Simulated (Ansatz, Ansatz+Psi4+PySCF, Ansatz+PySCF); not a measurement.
```xyz
2

C     0.0000    0.0000    0.1921
H     0.0000    0.0000   -1.1525
```

Basis set: cc-pVTZ (spherical functions). Left uncorrelated: 1 orbital. Correlation on ROHF uses semicanonical orbitals with singles. Charge 0, multiplicity 2.

Computed with Ansatz (development build ahead of 0.2.0); each method stands on the lowest determinant of its kind that the runs found.

The atomization energy at this shape (free ground-state atoms in the same class of orbitals less the molecule, no zero-point energy) of doublet CH:

| method | atomization energy |
| --- | --- |
| ROHF-MP2 | 66.22 kcal/mol |
| UHF-MP2 | 62.83 kcal/mol |
| UHF | 44.29 kcal/mol |

Question: What does ROHF-CCSD(T) give?

Answer: 71.09 kcal/mol. Caution: the shape is not the minimum. Caution for UHF-MP2: another reference gives a lower total; large amplitudes, a single reference is doubtful. Caution for UHF-MP2, UHF: the determinant breaks the point group; the unrestricted determinant is spin contaminated.
